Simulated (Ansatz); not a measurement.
# NH (singlet): wave-function methods side by side at distance N1–H2 = 1.256 Å, aug-cc-pVDZ

An exercise on one series of results from a longer session: the logs are not shown, and one member is left open.

The runs use Ansatz 0.2.0, Gaussian basis; aug-cc-pVDZ, core rule «outside noble gas», up to 1 orbitals frozen.

To be run: UHF; CCSD(T) on RHF; CCSD(T) on UHF; BCCD(T) on RHF; CISD; CCSDT(Q) on RHF; CCSDT(Q) on UHF; CASSCF and MRCISD+Q, 2 electrons in 2 orbitals; CASSCF and NEVPT2, 2 electrons in 2 orbitals; CASSCF and MRCISD+Q, 6 electrons in 5 orbitals; CASSCF and NEVPT2, 6 electrons in 5 orbitals; Full CI; Full CI in the symmetry of the determinant.

24 further runs of the same task are left out: 5 for a known fault of the program, 15 that didn't finish, 4 set aside as unsound or not needed.

## The geometry

The geometry derives from a PBE0/def2-TZVP stationary point (not a proven minimum). One bond is set to the value named and the two fragments are kept rigid.

2 atoms, charge 0, spin multiplicity 1.

Atoms are counted from 1 here; the program's logs count them from 0.

Bond lengths: N1–H2 1.256 Å.

As a file:

```xyz
2

N     0.0000    0.0000    0.0000
H     0.0000    0.0000    1.2560
```

Set-up of the first run:

File in.yaml:

```yaml
crystal:
  periodic: [false, false, false]
  atoms:
    - {symbol: N, position_ang: [0.000000, 0.000000, 0.000000]}
    - {symbol: H, position_ang: [0.000000, 0.000000, 1.256000]}
basis:
  gaussian: {orbitals: aug-cc-pVDZ}
magnetization: {spin_polarized: true, initial_magnetization: 0}
hamiltonian: {xc: hf}
output: {orbitals: {seedname: orbitals}}
```

Launch:

```bash
$ ansatz run in.yaml --threads 1 --pin off --events-out ev --progress --plain --max-ram 2393MiB
```

Steps of the session up to this table: UHF; CCSD(T) on RHF; CCSD(T) on UHF; BCCD(T) on RHF; CISD; CCSDT(Q) on RHF; CCSDT(Q) on UHF; CASSCF and MRCISD+Q, 2 electrons in 2 orbitals; CASSCF and NEVPT2, 2 electrons in 2 orbitals; CASSCF and MRCISD+Q, 6 electrons in 5 orbitals; CASSCF and NEVPT2, 6 electrons in 5 orbitals; Full CI; Full CI in the symmetry of the determinant.

One table of the session follows, with a row left open; its other results are not shown here.

| method | from FCI (meV) |
| --- | --- |
| RHF | +5046.6 |
| RMP2 | +1379.2 |
| CISD | +732.8 |
| RCCSD | +478.6 |
| RCCSD(T) | +257.8 |
| BCCD(T) | +259.2 |
| RCCSDT | +27.2 |
| RCCSDT(Q) | -8.9 |
| CASSCF pair | ? |
| NEVPT2 pair | +658.5 |
| MRCISD pair | +228.7 |
| MRCISD+Q pair | -18.1 |
| CASSCF valence | +3330.0 |
| NEVPT2 valence | +662.9 |
| MRCISD valence | +141.9 |
| MRCISD+Q valence | -4.8 |
| FCI | 0 |

**Question.** Estimate the row for CASSCF pair.

As computed: from FCI (meV): +4160.9. In the column «from FCI (meV)» it lies between CASSCF valence (+3330.0) and RHF (+5046.6).

Among the levels timed on like hardware and quicker than the yardstick, those that no quicker one beats, quickest first: NEVPT2 pair (0.27 s, +658.5 meV); BCCD(T) (0.39 s, +259.2 meV); RCCSD(T) (0.49 s, +257.8 meV); MRCISD+Q pair (0.57 s, -18.1 meV); MRCISD+Q valence (0.63 s, -4.8 meV). Runs this short are mostly start-up, so their order is noise.

Left out of the table: UHF, UMP2, UCCSD, UCCSD(T), UCCSDT, UCCSDT(Q) (another determinant or state than the rows shown).

Limits of these values: The report flags that the cluster equations may have other roots. The yardstick is full CI for this spin, exact in this basis with these frozen cores. The program flags RCCSDT(Q) as in doubt, so those rows may rest on another solution; read them beside their warnings. RCCSDT(Q), MRCISD+Q pair, MRCISD+Q valence fall below full CI, which methods that aren't variational can do. Of the multireference levels listed MRCISD+Q valence comes nearest in total energy (-4.8 meV), which doesn't show that its space is the better one. Warnings in the runs' records: large difference, other roots.
